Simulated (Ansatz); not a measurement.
The input, for Ansatz 0.2.0:

```yaml
crystal:
  periodic: [false, false, false]
  atoms:
    - {symbol: W, position_ang: [0.022084, -0.000612, 0.360228]}
    - {symbol: Si, position_ang: [-0.142790, 0.007761, -2.143182]}
    - {symbol: H, position_ang: [-0.066170, -1.247665, -3.001313]}
    - {symbol: H, position_ang: [0.016939, 1.143071, -2.983099]}
basis:
  gaussian: {orbitals: def2-SVP}
magnetization: {spin_polarized: false, initial_magnetization: 6}
correlation: {method: ccsdt_q, electrons: outside_noble_gas}
```

```sh
$ ansatz run in.yaml --threads 1 --pin off --events-out ev --progress --plain --max-ram 2393MiB
```

Log:

```
1039 factors; integrals over basis functions are off by at most 2.1e-7 eV
mean field evaluation 1: about -9693.7687 eV, gradient 1.1e1 eV
mean field evaluation 2: about -9693.7723 eV, gradient 1.1e1 eV
mean field evaluation 4: about -9695.2474 eV, gradient 2.1e0 eV
mean field evaluation 8: about -9695.3170 eV, gradient 6.5e-3 eV
mean field evaluation 16: about -9694.5194 eV, gradient 3.3e0 eV
mean field evaluation 32: about -9695.2944 eV, gradient 1.6e0 eV
mean field evaluation 64: about -9694.7575 eV, gradient 4.6e-3 eV
mean field evaluation 96: about -9693.6888 eV, gradient 7.3e-1 eV
mean field evaluation 128: about -9693.6952 eV, gradient 1.1e-2 eV
mean field evaluation 160: about -9693.3643 eV, gradient 1.5e0 eV
mean field -9695.31696935 eV, -356.2963269018 hartree, gradient 1.9e-6 eV, S^2 12.000000; 9 other end points of the search recorded, 0 dependent functions left out
...
cycle  18  -5.46374818 eV  change    1.6e-7 eV  update   3.7e-5
cycle  19  -5.46375465 eV  change   -6.5e-6 eV  update   2.2e-5
cycle  20  -5.46376247 eV  change   -7.8e-6 eV  update   1.4e-5
cycle  21  -5.46376160 eV  change    8.8e-7 eV  update   9.5e-6
cycle  22  -5.46376268 eV  change   -1.1e-6 eV  update   6.5e-6
cycle  23  -5.46376460 eV  change   -1.9e-6 eV  update   4.3e-6
cycle  24  -5.46376693 eV  change   -2.3e-6 eV  update   2.9e-6
cycle  25  -5.46376828 eV  change   -1.4e-6 eV  update   2.0e-6
cycle  26  -5.46376897 eV  change   -6.8e-7 eV  update   1.5e-6
cycle  27  -5.46376885 eV  change    1.2e-7 eV  update   1.2e-6
perturbative correction -0.00871235 eV, -0.0003201730 hartree
Total energy: -9700.78945055 eV, -356.4974368766 hartree
```

Ran on 1 thread of Arm Neoverse V2, shared host: 3.2 min wall, 0.95 GiB peak host memory.
